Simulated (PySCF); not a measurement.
# PS⁻ (triplet): basis, grid and Hamiltonian

Which parts of the numerical set-up matter for PS⁻ (triplet)? Each run edits the base script.

Program: PySCF 2.14.0. Level of theory: each script names its method and basis. These are calculated values, not measurements.

6 further runs of the same task are left out: 6 that didn't finish.

## 1. The system as given

PS⁻ (triplet): 2 atoms, charge -1, spin multiplicity 3.

Bond lengths: P1–S2 2.257 Å.

## 2. The run that the others are compared with

The input, input.py:

```python
from pyscf import gto, scf, mcscf, mrpt

mol = gto.M(
    atom='P 0 0 0; S 0 0 2.257',
    basis='jorge-dzp',
    charge=-1,
    spin=2,
    symmetry=True,
    verbose=4,
)
mf = scf.ROHF(mol)
mf.kernel()
mc = mcscf.CASSCF(mf, 6, 8)
mc.kernel()
mc.analyze()
mrpt.NEVPT(mc).kernel()
mf.dip_moment()
print('orbital energies (hartree):', mf.mo_energy[..., max(0, mol.nelec[1]-3):mol.nelec[0]+3].round(4))
```

Command:

```bash
$ OMP_NUM_THREADS=1 python input.py
```

Its log is not repeated here.

Base result: E(SCF) = -738.273404 Eh, 11 cycles, E(CAS) − E(SCF) = -0.03471 Eh, NEVPT2 = -0.32451 Eh.

The bond length is a typed value, not an optimised one. The dipole of an ion depends on the origin. The triplet is typed in the script; nothing here shows that it is the ground state.

## 3. Cc-pvdz-dk (X2C on)

Run 1 changes basis set: jorge-dzp → cc-pvdz-dk; spin-free X2C: off → on.

The input, input.py:

```python
from pyscf import gto, scf, mcscf, mrpt

mol = gto.M(
    atom='P 0 0 0; S 0 0 2.257',
    basis='cc-pvdz-dk',
    charge=-1,
    spin=2,
    symmetry=True,
    verbose=4,
)
mf = scf.ROHF(mol)
mf = mf.sfx2c1e()
mf.kernel()
mc = mcscf.CASSCF(mf, 6, 8)
mc.kernel()
mc.analyze()
mrpt.NEVPT(mc).kernel()
mf.dip_moment()
print('orbital energies (hartree):', mf.mo_energy[..., max(0, mol.nelec[1]-3):mol.nelec[0]+3].round(4))
```

Command:

```bash
$ OMP_NUM_THREADS=1 python input.py
```

## 4. Density fitting cc-pvdz-jkfit

Run 2 changes density fitting: none → cc-pvdz-jkfit.

input.py: that of step 2 with these lines changed.

```diff
@@ -11,2 +11,3 @@
 mf = scf.ROHF(mol)
+mf = mf.density_fit(auxbasis='cc-pvdz-jkfit')
 mf.kernel()
```

## 5. Cartesian functions on

Run 3 changes Cartesian functions: off → on.

input.py: that of step 2 with these lines changed.

```diff
@@ -8,2 +8,3 @@
     symmetry=True,
+    cart=True,
     verbose=4,
```

## 6. Cc-pcvdz

Run 4 changes basis set: jorge-dzp → cc-pcvdz.

input.py: that of step 2 with these lines changed.

```diff
@@ -4,3 +4,3 @@
     atom='P 0 0 0; S 0 0 2.257',
-    basis='jorge-dzp',
+    basis='cc-pcvdz',
     charge=-1,
```

Before running it: what results should come out? Wanted: for each run, E(SCF); from base; after the SCF.

As calculated:

```csv
run,E(SCF) (hartree),from base (eV),cycles,functions,after the SCF
base,-738.273404,0,11,48,"NEVPT2 correlation -9.775 eV (from the SCF energy, the CASSCF gain included)"
cc-pvdz-dk (X2C on),-740.168367,not comparable,11,36,"NEVPT2 correlation -6.430 eV (from the SCF energy, the CASSCF gain included)"
density fitting cc-pvdz-jkfit,-738.273175,+0.0062,11,48,"NEVPT2 correlation -9.775 eV (from the SCF energy, the CASSCF gain included)"
Cartesian functions on,-738.275024,-0.0441,11,50,"NEVPT2 correlation -10.010 eV (from the SCF energy, the CASSCF gain included)"
cc-pcvdz,-738.275293,-0.0514,11,54,"NEVPT2 correlation -17.590 eV (from the SCF energy, the CASSCF gain included)"
```

In words: The largest comparable shift of the SCF energy, -0.051 eV, comes with the run “cc-pcvdz”. cc-pcvdz (54 functions) gives an energy 0.05 eV lower than jorge-dzp (48).
